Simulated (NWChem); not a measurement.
System: ethanol (C₂H₆O); SMILES CCO

Here is an NWChem input.

```
start job
memory heap 200 mb stack 900 mb global 1100 mb
geometry units angstroms noautoz
  C      0.248698    -1.203641     0.033018
  C     -0.541542     0.090016    -0.018908
  O      0.265684     1.233055     0.084748
  H     -0.416728    -2.080766     0.008403
  H      0.852809    -1.250118     0.951796
  H      0.934462    -1.285843    -0.827244
  H     -1.165352     0.112434    -0.936439
  H     -1.242518     0.134033     0.830254
  H      0.876841     1.231942    -0.659191
end
basis spherical
  * library def2-svp
end
dft
  xc xpbe96 cpbe96
  iterations 150
  vectors input atomic output neutral.movecs
end
task dft energy
charge 1
dft
  odft
  mult 2
  vectors input atomic output cation.movecs
end
task dft energy
```

Output (shortened):

```
             Northwest Computational Chemistry Package (NWChem) 7.3.0
             --------------------------------------------------------

 C1  symmetry detected

                             Geometry "geometry" -> ""
                             -------------------------

 Output coordinates in angstroms (scale by  1.889725989 to convert to a.u.)

  No.       Tag          Charge          X              Y              Z
 ---- ---------------- ---------- -------------- -------------- --------------
    1 C                    6.0000     0.25314751    -1.20276931     0.02909792
    2 C                    6.0000    -0.55064000     0.08270499    -0.01786439
    3 O                    8.0000     0.24615839     1.23413278     0.07281577
    4 H                    1.0000    -0.40364012    -2.08661106     0.01496622
    5 H                    1.0000     0.86821554    -1.24012328     0.94099662
    6 H                    1.0000     0.92977362    -1.28093622    -0.83874261
    7 H                    1.0000    -1.18514782     0.09580757    -0.92821200
    8 H                    1.0000    -1.24221890     0.12249936     0.83917469
    9 H                    1.0000     0.84870549     1.23668736    -0.67811021

 Effective nuclear repulsion energy (a.u.)      81.8777764993

  pbe96 is a nonlocal functional; adding pw91lda local functional.

                                 NWChem DFT Module
                                 -----------------

 Summary of "ao basis" -> "ao basis" (spherical)
 ------------------------------------------------------------------------------
       Tag                 Description            Shells   Functions and Types
 ---------------- ------------------------------  ------  ---------------------
 C                          def2-svp                 6       14   3s2p1d
 O                          def2-svp                 6       14   3s2p1d
 H                          def2-svp                 3        5   2s1p

            General Information
            -------------------
          SCF calculation type: DFT
          Wavefunction type:  closed shell.
          No. of atoms     :     9
          No. of electrons :    26
           Alpha electrons :    13
            Beta electrons :    13
          Charge           :     0
          Spin multiplicity:     1
          Use of symmetry is: off; symmetry adaption is: off
          Maximum number of iterations: 150
          AO basis - number of functions:    72
                     number of shells:    36
          Convergence on energy requested:  1.00D-06
          Convergence on density requested:  1.00D-05
          Convergence on gradient requested:  5.00D-04

              XC Information
              --------------
          PerdewBurkeErnzerhof Exchange Functional  1.000
            Perdew 1991 LDA Correlation Functional  1.000 local
           PerdewBurkeErnz. Correlation Functional  1.000 non-local

             Grid Information
             ----------------
          Grid used for XC integration:  medium
          Radial quadrature: Mura-Knowles
          Angular quadrature: Lebedev.
          Tag              B.-S. Rad. Rad. Pts. Rad. Cut. Ang. Pts.
          ---              ---------- --------- --------- ---------
          C                   0.70       49           8.0       434
          O                   0.60       49          10.0       434
          H                   0.35       45          10.0       434
          Grid pruning is: on
          Number of quadrature shells:   417
          Spatial weights used:  Erf1

      Superposition of Atomic Density Guess
      -------------------------------------

 Sum of atomic energies:        -152.93644897

      Non-variational initial energy
      ------------------------------

 Total energy =    -154.648733
 1-e energy   =    -368.460480
 2-e energy   =     131.933971
 HOMO         =      -0.365412
 LUMO         =       0.095491

   convergence    iter        energy       DeltaE   RMS-Dens  Diis-err
 ---------------- ----- ----------------- --------- --------- ---------
 d= 0,ls=0.0,diis     1   -154.6721956144 -2.37D+02  1.63D-02  4.66D-01
 d= 0,ls=0.0,diis     2   -154.6410301950  3.12D-02  1.00D-02  8.44D-01
 d= 0,ls=0.0,diis     3   -154.7179533837 -7.69D-02  2.00D-03  4.92D-02
 d= 0,ls=0.0,diis     4   -154.7221699360 -4.22D-03  5.82D-04  2.45D-03
 d= 0,ls=0.0,diis     5   -154.7224096997 -2.40D-04  1.86D-04  3.44D-04
  Resetting Diis
 d= 0,ls=0.0,diis     6   -154.7224522924 -4.26D-05  2.90D-05  3.20D-06
 d= 0,ls=0.0,diis     7   -154.7224527087 -4.16D-07  9.19D-06  1.29D-07

         Total DFT energy =     -154.722452708703
      One electron energy =     -371.736546573859
           Coulomb energy =      156.603530530771
    Exchange-Corr. energy =      -21.467213164935
 Nuclear repulsion energy =       81.877776499319

 Numeric. integr. density =       25.999998802141

                       DFT Final Molecular Orbital Analysis
                       ------------------------------------

 Vector   11  Occ=2.000000D+00  E=-3.201346D-01
              MO Center=  1.8D-01, -4.7D-01, -1.6D-02, r^2= 2.6D+00
   Bfn.  Coefficient  Atom+Function         Bfn.  Coefficient  Atom+Function
  ----- ------------  ---------------      ----- ------------  ---------------
    53     -0.294042  6 H  s                  6      0.281982  1 C  pz
    33     -0.198224  3 O  py                34     -0.193597  3 O  pz
    63     -0.180773  8 H  s                 43      0.173786  4 H  s
    20     -0.159219  2 C  pz                 4     -0.157900  1 C  px
    48      0.138681  5 H  s                 54     -0.135832  6 H  s

[...]
```

Level: PBE/def2-SVP, vertical spin-unrestricted ions. Coordinates come from a PBE0/def2-SVP optimisation.
